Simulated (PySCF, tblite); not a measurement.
# C3H5S−: dynamics, then NMR shifts on frames

Aim: move C3H5S− (`[S-]C1CC1`) away from its starting geometry and see how NMR shifts follow the geometry.

The runs use tblite 0.8.0 and PySCF 2.14.0, with density-fitted response routines of our own; the level of theory stands in each step. All values are computed, except where a source is named. Atoms are numbered from 0 throughout.

### 1 Starting geometry

9 atoms, charge -1, multiplicity 1; geometry from: GFN2-xTB.

Bonds of the start (Å): S0–C1 1.77, C1–C2 1.51, C2–C3 1.50, C3–C1 1.51, C1–H4 1.09, C2–H5 1.09, C2–H6 1.08, C3–H7 1.09, C3–H8 1.08.

### 2 Thermal motion with GFN2-xTB

Job settings and geometry (Å):

```
{"job": {"kind": "md", "xc": "GFN2-xTB", "basis": "xTB", "temperature": 300, "steps": 2000, "every": 50, "frames": 5}, "charge": -1, "multiplicity": 1}
S      2.241025    -0.071549    -0.650676
C      0.763232    -0.047051     0.317415
C     -0.500593    -0.723859    -0.142545
C     -0.433864     0.776236    -0.077231
H      0.957141    -0.102989     1.391173
H     -1.122999    -1.241799     0.581078
H     -0.496079    -1.181350    -1.122319
H     -1.010018     1.282989     0.691171
H     -0.384283     1.315368    -1.013246
```

Method: GFN2-xTB Langevin dynamics, gas phase.

On the command line:

```console
OMP_NUM_THREADS=1 python probes_run.py task.json out
```

The driver reads the jobs from task.json and runs them one after another.

Output:

```text
t/fs     T/K      E/eV
    0.0   279.1   -337.11508
   25.0   169.9   -336.90130
   50.0   197.4   -336.93351
   75.0   199.7   -336.94196
  100.0   182.8   -336.80075
  125.0   279.6   -336.95345
  150.0   315.8   -336.96345
  175.0   242.4   -336.91417
  200.0   272.3   -336.96182
  225.0   193.0   -336.79390
  250.0   177.0   -336.67989
  275.0   344.8   -336.83842
  300.0   274.4   -336.70598
  325.0   320.2   -336.84317
  350.0   392.8   -336.89535
  375.0   245.4   -336.76332
  400.0   346.4   -336.89273
  425.0   320.4   -336.90741
  450.0   184.4   -336.79187
  475.0   310.0   -336.90891
  500.0   344.0   -336.80485
  525.0   316.3   -336.79675
  550.0   299.4   -336.77048
  575.0   438.0   -336.84605
  600.0   193.4   -336.64352
  625.0   343.7   -336.85000
  650.0   203.3   -336.79538
  675.0   230.6   -336.80839
  700.0   235.5   -336.79434
  725.0   331.4   -336.87688
  750.0   272.1   -336.83682
  775.0   357.9   -336.88059
  800.0   293.4   -336.86180
  825.0   243.3   -336.92470
  850.0   262.3   -336.85362
  875.0   306.9   -336.79707
  900.0   376.5   -336.90814
  925.0   231.7   -336.87363
  950.0   236.4   -336.93772
  975.0   242.9   -336.86140
 1000.0   273.6   -336.94458
```

It took 4.4 s on 1 thread of Arm Neoverse V2, shared host; peak memory 0.18 GiB.

Distance from the start (root mean square after alignment): 0 fs 0.00 Å, 200 fs 0.05 Å, 400 fs 0.07 Å, 600 fs 0.14 Å, 800 fs 0.09 Å, 1000 fs 0.06 Å.

Positions (Å) and forces (eV/Å) at 1000 fs:

```xyz
9

S     0.744    0.818    0.091    0.692    0.120    0.104
C    -0.851    0.142    0.250   -0.248    0.733    0.524
C    -1.776    0.161   -0.885   -1.077    0.048   -0.545
C    -2.056    1.094    0.308    0.469   -1.381   -0.865
H    -0.951   -0.724    0.871    0.194   -0.562    0.567
H    -2.414   -0.763   -1.008    0.451    1.226   -0.188
H    -1.428    0.678   -1.790   -0.350   -0.559    0.242
H    -2.928    0.848    0.905    0.163    0.227    0.104
H    -1.795    2.125    0.156   -0.293    0.149    0.056
```

### 3 NMR shieldings: 250 fs, PBE0/pcSseg-1

Job settings and geometry (Å):

```
{"job": {"kind": "nmr", "xc": "PBE0", "basis": "pcSseg-1", "pop": false}, "charge": -1, "multiplicity": 1}
S      2.220400    -0.045300    -0.200800
C      0.515400    -0.192900     0.401800
C     -0.241900    -1.380800    -0.116300
C     -0.632700     0.055700    -0.518900
H      0.410300     0.384200     1.351700
H     -0.909700    -1.897100     0.522400
H      0.217800    -1.866800    -0.882900
H     -1.587400     0.472800    -0.090700
H     -0.552400     0.421700    -1.504500
```

With the program's defaults for keys left out, this is: GIAO PBE0/pcSseg-1 NMR shielding, non-relativistic, gas phase.

Output:

```text
coarse grid: 7984 points
cycle   1  E = -515.0639671909  dE =  4.328e-01  |g| = 4.693e-01  |ddm| = 2.688e+00
cycle   2  E = -515.0649671243  dE = -9.999e-04  |g| = 5.168e-01  |ddm| = 2.220e+00
cycle   3  E = -515.1450937906  dE = -8.013e-02  |g| = 3.043e-02  |ddm| = 1.312e+00
cycle   4  E = -515.1452055831  dE = -1.118e-04  |g| = 1.691e-02  |ddm| = 4.490e-02
cycle   5  E = -515.1452708465  dE = -6.526e-05  |g| = 5.791e-03  |ddm| = 2.762e-02
cycle   6  E = -515.1452796998  dE = -8.853e-06  |g| = 8.823e-04  |ddm| = 7.519e-03
final grid: 72232 points
cycle   7  E = -515.1721429805  dE = -1.883e-05  |g| = 7.336e-03  |ddm| = 2.147e-02
cycle   8  E = -515.1721283975  dE =  1.458e-05  |g| = 1.044e-02  |ddm| = 1.912e-02
cycle   9  E = -515.1721564652  dE = -2.807e-05  |g| = 6.314e-04  |ddm| = 1.288e-02
cycle  10  E = -515.1721565620  dE = -9.678e-08  |g| = 1.919e-04  |ddm| = 1.019e-03
cycle  11  E = -515.1721565708  dE = -8.760e-09  |g| = 4.001e-05  |ddm| = 2.204e-04
cycle  12  E = -515.1721565712  dE = -4.584e-10  |g| = 6.534e-06  |ddm| = 8.526e-05
converged SCF energy = -515.1721565712

GIAO shielding tensors (ppm)
atom      isotropic    diamagn.    paramagn.     s11        s22        s33       span
  0 S      540.941    1056.830    -515.889    266.734    397.014    959.074    692.340
  1 C      161.954     244.526     -82.572    123.752    149.921    212.190     88.438
  2 C      179.078     252.183     -73.105    131.960    177.259    228.016     96.056
  3 C      169.862     250.668     -80.807    123.489    170.167    215.930     92.441
  4 H       27.846      29.685      -1.839     18.827     26.838     37.872     19.045
  5 H       31.903      32.261      -0.357     25.262     27.899     42.549     17.287
  6 H       33.993      33.384       0.609     27.360     32.640     41.979     14.620
  7 H       31.171      31.297      -0.126     24.592     28.079     40.842     16.250
  8 H       32.989      32.426       0.563     27.366     31.634     39.968     12.602
```

Wall time 4.3 s (1 thread of Arm Neoverse V2, shared host); peak memory 0.45 GiB.

The references, computed at this level on geometries of the same kind, shield at (ppm): 1H TMS 31.72, 13C TMS 186.9, 33S CS2 504. Their shielding less the atom's gives the shift. The references are single molecules in the gas phase. Each atom is listed at this fixed geometry, with no averaging over motion; a spectrum would average atoms that exchange fast.

```tsv
atoms	environment	σ (ppm)	δ (ppm)
C1	three-membered-ring carbon	162.0	25.0
C3	three-membered-ring carbon	169.9	17.1
C2	three-membered-ring carbon	179.1	7.8
H4	hydrogen on a three-membered-ring carbon	27.85	3.87
H7	hydrogen on a three-membered-ring carbon	31.17	0.55
H5	hydrogen on a three-membered-ring carbon	31.90	-0.19
H8	hydrogen on a three-membered-ring carbon	32.99	-1.27
H6	hydrogen on a three-membered-ring carbon	33.99	-2.28
S0	sulfur bonded to C	541	-37
```

Ring of atoms C1, C2, C3: NICS(0) -43.4, NICS(1) -9.1, NICS(1)zz -22.3 ppm.

In rings of three or four atoms NICS is ruled by the nearby σ bonds, so it says little on aromaticity.

### 4 Chemical shifts: 425 fs, PBE0/pcSseg-1

Job settings and geometry (Å):

```
{"job": {"kind": "nmr", "xc": "PBE0", "basis": "pcSseg-1", "pop": false}, "charge": -1, "multiplicity": 1}
S      2.128600    -0.195400    -0.417000
C      0.496500    -0.506100     0.242200
C     -0.422300    -1.521000    -0.450400
C     -0.671400    -0.036200    -0.629000
H      0.273000    -0.384200     1.315900
H     -1.133900    -2.032400     0.235400
H     -0.013400    -2.126500    -1.202200
H     -1.587200     0.240500    -0.104900
H     -0.536000     0.348100    -1.608300
```

Level: GIAO PBE0/pcSseg-1 NMR shielding, non-relativistic, gas phase.

Output:

```text
coarse grid: 7984 points
cycle   1  E = -515.0788435935  dE =  3.805e-01  |g| = 4.594e-01  |ddm| = 2.679e+00
cycle   2  E = -515.0799899934  dE = -1.146e-03  |g| = 5.069e-01  |ddm| = 2.094e+00
cycle   3  E = -515.1564282036  dE = -7.644e-02  |g| = 2.870e-02  |ddm| = 1.206e+00
cycle   4  E = -515.1565322372  dE = -1.040e-04  |g| = 1.564e-02  |ddm| = 4.410e-02
cycle   5  E = -515.1565840015  dE = -5.176e-05  |g| = 6.294e-03  |ddm| = 2.175e-02
cycle   6  E = -515.1565937985  dE = -9.797e-06  |g| = 1.245e-03  |ddm| = 7.169e-03
final grid: 72232 points
cycle   7  E = -515.1840434501  dE = -2.025e-05  |g| = 6.547e-03  |ddm| = 2.086e-02
cycle   8  E = -515.1840340259  dE =  9.424e-06  |g| = 8.848e-03  |ddm| = 1.545e-02
cycle   9  E = -515.1840541159  dE = -2.009e-05  |g| = 5.521e-04  |ddm| = 1.055e-02
cycle  10  E = -515.1840541936  dE = -7.771e-08  |g| = 2.104e-04  |ddm| = 1.123e-03
cycle  11  E = -515.1840542041  dE = -1.046e-08  |g| = 4.195e-05  |ddm| = 2.073e-04
cycle  12  E = -515.1840542045  dE = -4.802e-10  |g| = 6.408e-06  |ddm| = 8.186e-05
converged SCF energy = -515.1840542045

GIAO shielding tensors (ppm)
atom      isotropic    diamagn.    paramagn.     s11        s22        s33       span
  0 S      588.060    1056.628    -468.568    354.109    460.309    949.763    595.654
  1 C      161.208     244.708     -83.500    130.298    139.365    213.960     83.662
  2 C      169.528     254.309     -84.781    130.140    165.606    212.838     82.698
  3 C      172.780     249.184     -76.403    127.771    174.782    215.788     88.017
  4 H       30.242      30.339      -0.096     21.914     28.163     40.649     18.736
  5 H       31.208      31.628      -0.420     24.373     27.789     41.461     17.088
  6 H       33.191      33.042       0.150     27.889     31.757     39.927     12.038
  7 H       31.561      31.749      -0.187     24.686     27.773     42.224     17.538
  8 H       32.827      31.767       1.060     27.435     31.160     39.885     12.451
```

Run time: 4.1 s. Hardware: 1 thread of Arm Neoverse V2, shared host; peak memory 0.46 GiB.

Key values: δ C1 25.7, C2 17.4, C3 14.1, S0 -84, H4 1.47, H5 0.51 ppm.

### 5 NMR shieldings: 625 fs, PBE0/pcSseg-1

Job settings and geometry (Å):

```
{"job": {"kind": "nmr", "xc": "PBE0", "basis": "pcSseg-1", "pop": false}, "charge": -1, "multiplicity": 1}
S      1.698100    -0.335200    -0.349400
C     -0.037700    -0.166000     0.254600
C     -1.180900    -0.956800    -0.298800
C     -1.066500     0.496700    -0.575400
H      0.017800    -0.018500     1.341200
H     -2.061700    -1.269500     0.325200
H     -0.913700    -1.759100    -0.961600
H     -1.809600     1.068900    -0.032500
H     -0.878000     0.761600    -1.634500
```

Method: GIAO PBE0/pcSseg-1 NMR shielding, non-relativistic, gas phase.

Output:

```text
coarse grid: 7984 points
cycle   1  E = -515.0742695511  dE =  4.094e-01  |g| = 4.642e-01  |ddm| = 2.675e+00
cycle   2  E = -515.0763313534  dE = -2.062e-03  |g| = 5.100e-01  |ddm| = 2.128e+00
cycle   3  E = -515.1547324776  dE = -7.840e-02  |g| = 2.831e-02  |ddm| = 1.233e+00
cycle   4  E = -515.1548295426  dE = -9.707e-05  |g| = 1.557e-02  |ddm| = 4.385e-02
cycle   5  E = -515.1548824648  dE = -5.292e-05  |g| = 5.854e-03  |ddm| = 2.320e-02
cycle   6  E = -515.1548912765  dE = -8.812e-06  |g| = 7.352e-04  |ddm| = 6.660e-03
final grid: 72232 points
cycle   7  E = -515.1815479200  dE = -1.605e-05  |g| = 7.059e-03  |ddm| = 1.930e-02
cycle   8  E = -515.1815334628  dE =  1.446e-05  |g| = 1.022e-02  |ddm| = 1.843e-02
cycle   9  E = -515.1815605327  dE = -2.707e-05  |g| = 6.108e-04  |ddm| = 1.253e-02
cycle  10  E = -515.1815606271  dE = -9.435e-08  |g| = 1.843e-04  |ddm| = 1.065e-03
cycle  11  E = -515.1815606349  dE = -7.815e-09  |g| = 3.779e-05  |ddm| = 1.907e-04
cycle  12  E = -515.1815606353  dE = -4.051e-10  |g| = 6.048e-06  |ddm| = 7.989e-05
converged SCF energy = -515.1815606353

GIAO shielding tensors (ppm)
atom      isotropic    diamagn.    paramagn.     s11        s22        s33       span
  0 S      518.954    1056.985    -538.031    231.573    352.831    972.458    740.885
  1 C      164.607     243.308     -78.701    119.936    157.313    216.573     96.637
  2 C      172.360     252.721     -80.361    129.320    171.842    215.919     86.599
  3 C      172.124     250.034     -77.910    131.298    170.591    214.483     83.184
  4 H       28.577      30.393      -1.816     18.813     27.688     39.230     20.418
  5 H       30.991      30.890       0.101     24.523     27.798     40.651     16.128
  6 H       32.381      31.828       0.553     26.353     31.387     39.404     13.051
  7 H       31.391      31.189       0.202     24.845     27.675     41.653     16.809
  8 H       31.319      30.004       1.315     25.984     29.535     38.438     12.454
```

Run time: 3.7 s. Hardware: 1 thread of Arm Neoverse V2, shared host; peak memory 0.46 GiB.

Key values: δ C1 22.3, C3 14.8, C2 14.6, S0 -15, H4 3.14, H5 0.73 ppm.

### 6 Shielding tensors: 800 fs, PBE0/pcSseg-1

Job settings and geometry (Å):

```
{"job": {"kind": "nmr", "xc": "PBE0", "basis": "pcSseg-1", "pop": false}, "charge": -1, "multiplicity": 1}
S      1.108500     0.116200    -0.377400
C     -0.422800     0.383000     0.436400
C     -1.599700    -0.530800    -0.021800
C     -1.527600     0.997400    -0.303400
H     -0.300700     0.687000     1.486900
H     -2.311000    -0.806700     0.666200
H     -1.281700    -1.133100    -0.860600
H     -2.281100     1.607400     0.214600
H     -1.344600     1.263700    -1.324300
```

With the program's defaults for keys left out, this is: GIAO PBE0/pcSseg-1 NMR shielding, non-relativistic, gas phase.

Output:

```text
coarse grid: 7984 points
cycle   1  E = -515.0752195748  dE =  4.468e-01  |g| = 4.628e-01  |ddm| = 2.704e+00
cycle   2  E = -515.0787090193  dE = -3.489e-03  |g| = 5.053e-01  |ddm| = 2.128e+00
cycle   3  E = -515.1533797843  dE = -7.467e-02  |g| = 3.696e-02  |ddm| = 1.199e+00
cycle   4  E = -515.1534942861  dE = -1.145e-04  |g| = 2.712e-02  |ddm| = 6.244e-02
cycle   5  E = -515.1536678550  dE = -1.736e-04  |g| = 5.352e-03  |ddm| = 2.928e-02
cycle   6  E = -515.1536744619  dE = -6.607e-06  |g| = 1.676e-03  |ddm| = 8.691e-03
final grid: 72232 points
cycle   7  E = -515.1808116516  dE = -2.174e-05  |g| = 5.572e-03  |ddm| = 1.933e-02
cycle   8  E = -515.1808049694  dE =  6.682e-06  |g| = 7.521e-03  |ddm| = 1.300e-02
cycle   9  E = -515.1808192896  dE = -1.432e-05  |g| = 4.801e-04  |ddm| = 9.142e-03
cycle  10  E = -515.1808193490  dE = -5.940e-08  |g| = 1.809e-04  |ddm| = 1.061e-03
cycle  11  E = -515.1808193565  dE = -7.547e-09  |g| = 4.534e-05  |ddm| = 1.904e-04
cycle  12  E = -515.1808193571  dE = -5.550e-10  |g| = 9.238e-06  |ddm| = 8.875e-05
converged SCF energy = -515.1808193571

GIAO shielding tensors (ppm)
atom      isotropic    diamagn.    paramagn.     s11        s22        s33       span
  0 S      579.338    1058.171    -478.833    328.349    456.974    952.691    624.342
  1 C      160.818     244.338     -83.519    126.062    151.969    204.424     78.362
  2 C      176.244     253.490     -77.246    116.984    179.539    232.209    115.225
  3 C      165.736     253.501     -87.765    123.096    169.705    204.407     81.310
  4 H       29.074      30.599      -1.526     20.289     27.466     39.465     19.176
  5 H       32.861      33.723      -0.861     25.857     28.860     43.867     18.010
  6 H       32.972      31.747       1.225     25.950     32.229     40.737     14.787
  7 H       31.146      31.388      -0.242     25.018     27.518     40.902     15.884
  8 H       32.463      32.170       0.293     26.848     31.145     39.396     12.548
```

It took 3.8 s on 1 thread of Arm Neoverse V2, shared host; peak memory 0.48 GiB.

This run: δ C1 26.1, C3 21.2, C2 10.7, S0 -76, H4 2.64, H7 0.57 ppm.

### 7 Chemical shifts: 1000 fs, PBE0/pcSseg-1

Job settings and geometry (Å):

```
{"job": {"kind": "nmr", "xc": "PBE0", "basis": "pcSseg-1", "pop": false}, "charge": -1, "multiplicity": 1}
S      0.743800     0.817800     0.091200
C     -0.851300     0.142200     0.250000
C     -1.776400     0.161400    -0.885500
C     -2.055900     1.093800     0.308000
H     -0.950900    -0.723600     0.871100
H     -2.414200    -0.762700    -1.007600
H     -1.427600     0.677900    -1.789900
H     -2.927900     0.847800     0.905500
H     -1.795300     2.125100     0.155600
```

With the program's defaults for keys left out, this is: GIAO PBE0/pcSseg-1 NMR shielding, non-relativistic, gas phase.

Output:

```text
coarse grid: 7984 points
cycle   1  E = -515.0794352249  dE =  4.531e-01  |g| = 4.635e-01  |ddm| = 2.702e+00
cycle   2  E = -515.0786978483  dE =  7.374e-04  |g| = 5.199e-01  |ddm| = 2.168e+00
cycle   3  E = -515.1583088569  dE = -7.961e-02  |g| = 4.074e-02  |ddm| = 1.224e+00
cycle   4  E = -515.1584548449  dE = -1.460e-04  |g| = 3.110e-02  |ddm| = 7.922e-02
cycle   5  E = -515.1586850278  dE = -2.302e-04  |g| = 4.705e-03  |ddm| = 3.481e-02
cycle   6  E = -515.1586901239  dE = -5.096e-06  |g| = 1.581e-03  |ddm| = 8.590e-03
final grid: 72232 points
cycle   7  E = -515.1856840117  dE = -2.143e-05  |g| = 5.643e-03  |ddm| = 2.262e-02
cycle   8  E = -515.1856769726  dE =  7.039e-06  |g| = 7.667e-03  |ddm| = 1.329e-02
cycle   9  E = -515.1856917675  dE = -1.479e-05  |g| = 4.714e-04  |ddm| = 9.368e-03
cycle  10  E = -515.1856918278  dE = -6.033e-08  |g| = 1.559e-04  |ddm| = 1.088e-03
cycle  11  E = -515.1856918333  dE = -5.519e-09  |g| = 4.928e-05  |ddm| = 1.805e-04
cycle  12  E = -515.1856918340  dE = -6.370e-10  |g| = 6.232e-06  |ddm| = 8.030e-05
converged SCF energy = -515.1856918340

GIAO shielding tensors (ppm)
atom      isotropic    diamagn.    paramagn.     s11        s22        s33       span
  0 S      612.269    1058.229    -445.960    386.659    507.979    942.171    555.512
  1 C      165.026     242.051     -77.025    133.325    152.066    209.686     76.361
  2 C      161.809     254.614     -92.805    118.662    162.279    204.486     85.824
  3 C      173.676     256.792     -83.116    123.203    174.836    222.990     99.788
  4 H       30.547      31.460      -0.913     21.820     28.805     41.015     19.195
  5 H       30.237      30.901      -0.663     23.738     27.246     39.727     15.989
  6 H       31.828      31.635       0.194     26.484     30.566     38.435     11.951
  7 H       31.560      32.203      -0.643     24.840     28.005     41.835     16.995
  8 H       33.167      32.857       0.310     26.866     32.095     40.541     13.675
```

Run time: 4.2 s. Hardware: 1 thread of Arm Neoverse V2, shared host; peak memory 0.46 GiB.

Key values: δ C2 25.1, C1 21.9, C3 13.2, S0 -109, H5 1.48, H4 1.17 ppm.

### 8 Comparing the runs: NMR shifts

Shifts (ppm) of some atoms, chosen among heavy atoms and hydrogens apart, with basis size and wall time:

```tsv
frame	C1	C3	C2	H4	H5	H6	S0	functions	time
250 fs	25.0	17.1	7.8	3.87	-0.19	-2.28	-37	100	4.3 s
425 fs	25.7	14.1	17.4	1.47	0.51	-1.47	-84	100	4.1 s
625 fs	22.3	14.8	14.6	3.14	0.73	-0.66	-15	100	3.7 s
800 fs	26.1	21.2	10.7	2.64	-1.14	-1.25	-76	100	3.8 s
1000 fs	21.9	13.2	25.1	1.17	1.48	-0.11	-109	100	4.2 s
```

### 9 Results

| quantity | value |
| --- | --- |
| thermostat | 300 K |
| mean temperature, second half | 287 K |
| mean potential energy above the minimum | 0.27 eV |
| 13C shifts against TMS (PBE0/pcSseg-1, 250 fs) | 25.0, 17.1, 7.8 ppm |
| 1H shifts against TMS (PBE0/pcSseg-1, 250 fs) | 3.87, 0.55, -0.19, -1.27, -2.28 ppm |
| 33S shifts against CS2 (PBE0/pcSseg-1, 250 fs) | -37 ppm |
| range of the shift of S0 | -109 to -15 ppm |

What this shows: In the second half the potential energy averages 0.27 eV above the minimum; equipartition over 21 harmonic modes at 300 K would give 0.27 eV. With 9 atoms the temperature swings widely (170 to 438 K). Shifts at one fixed geometry are not the observed spectrum, which averages over the motion. In the first frame run (250 fs): The widest tensor belongs to S0: span 692 ppm, with a paramagnetic part of -516 ppm. Across the 5 runs the shift of S0 moves most, between -109 (1000 fs) and -15 ppm (625 fs). At PBE0/pcSseg-1 the HOMO lies above zero (+0.74 eV), as often for anions in the gas phase: self-interaction error lifts it, or the electron is held by the finite basis alone; counter-ions and solvent are missing.
